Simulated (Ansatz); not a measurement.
CH5Si (SMILES C[SiH2]): the energy, rung by rung

CH5Si: 7 atoms, total charge 0, spin state doublet. As SMILES, `C[SiH2]`. The coordinates come from a PBE0-D4/def2-TZVP relaxation.

```xyz
7

C    -0.1226   -0.8032    0.0952
Si    0.1762    1.0348    0.3140
H    -0.2048   -1.0549   -0.9666
H     0.6992   -1.3833    0.5195
H    -1.0471   -1.1077    0.5895
H    -0.9515    1.8464   -0.2257
H     1.4506    1.4680   -0.3260
```

Quantity: the energy change with the C1–Si2 bond stretched from 1.875 to 4.687 Å, in eV. The values are calculated.

```json
{"level": "UHF/STO-3G", "kind": "Hartree–Fock", "program": "Ansatz", "value (eV)": "3.88", "less FCI/STO-3G": "-0.33", "CPU time (all runs)": "0.3 s"}
{"level": "U-revPBE/STO-3G", "kind": "GGA", "program": "Ansatz", "value (eV)": "4.64", "less FCI/STO-3G": "+0.43", "CPU time (all runs)": "6.2 s"}
{"level": "U-r2SCAN/STO-3G", "kind": "meta-GGA", "program": "Ansatz", "value (eV)": "4.74", "less FCI/STO-3G": "+0.53", "CPU time (all runs)": "17 s"}
{"level": "UBHLYP/STO-3G", "kind": "global hybrid", "program": "Ansatz", "value (eV)": "4.51", "less FCI/STO-3G": "+0.30", "CPU time (all runs)": "6.1 s"}
{"level": "UHSE06/STO-3G", "kind": "range-separated hybrid", "program": "Ansatz", "value (eV)": "4.81", "less FCI/STO-3G": "+0.60", "CPU time (all runs)": "8 s"}
{"level": "RPA@PBE/STO-3G", "kind": "RPA", "program": "Ansatz", "value (eV)": "4.13", "less FCI/STO-3G": "-0.08", "CPU time (all runs)": "6.9 s"}
{"level": "UMP2/STO-3G", "kind": "perturbation theory", "program": "Ansatz", "value (eV)": "4.38", "less FCI/STO-3G": "+0.17", "CPU time (all runs)": "0.32 s"}
{"level": "UCCSD/STO-3G", "kind": "coupled cluster or CI", "program": "Ansatz", "value (eV)": "4.20", "less FCI/STO-3G": "-0.01", "CPU time (all runs)": "0.56 s"}
{"level": "UCCSDTQ/STO-3G", "kind": "coupled cluster or CI", "program": "Ansatz", "value (eV)": "4.21", "less FCI/STO-3G": "0.00", "CPU time (all runs)": "1.8 min"}
{"level": "FCI/STO-3G", "kind": "exact in the basis", "program": "Ansatz", "value (eV)": "4.21", "less FCI/STO-3G": "0.00", "CPU time (all runs)": "59 s"}
```

FCI/STO-3G is exact within its basis and frozen core, so for wave-function methods in that basis the difference is their error; functionals converge differently with the basis, so for them it is only a difference. The first shape isn't each level's own minimum. The values span 3.88 to 4.81 eV. Spin contamination of the reference (⟨S²⟩ at least 0.1 too high) touches UHF/STO-3G, U-revPBE/STO-3G, U-r2SCAN/STO-3G, UBHLYP/STO-3G, UHSE06/STO-3G, RPA@PBE/STO-3G, UMP2/STO-3G, UCCSD/STO-3G, UCCSDTQ/STO-3G. All rows use very small basis sets, so none should be taken for the real molecule's value. Times are those of the runs behind each value, whatever else they computed, on shared processors of several kinds: orders of magnitude only.
